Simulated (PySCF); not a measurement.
All values below come from M06-2X/def2-TZVP // B3LYP-D3(BJ)/def2-TZVP run with PySCF. Isolated molecules, 0 K electronic values unless said otherwise. One relaxed conformer stands for a flexible species; it need not be the lowest. Delta-SCF ions had no search for a lower state. Excitations are Tamm–Dancoff values on a coarser integration grid. The basis has no diffuse functions, so Rydberg states are missing or too high.

Reference species (SMILES): `C=O` (neutral, multiplicity 1).

The T1 excitation (TDA) is 3.30 eV and the vertical ionisation energy (Delta-SCF) is 10.97 eV. The HOMO–LUMO gap is 9.38 eV.

Changed species: `O=CNC` (C–N–C–O torsion 0°) (X = methylamino; the reference has X = H).

Q: Predict the effect on the T1 excitation (TDA), vertical ionisation energy (Delta-SCF) and HOMO–LUMO gap.

A: the T1 excitation (TDA) rises by 1.97 eV, to 5.27 eV; the vertical ionisation energy (Delta-SCF) falls by 0.89 eV, to 10.08 eV; the HOMO–LUMO gap goes up by 0.99 eV, to 10.37 eV.
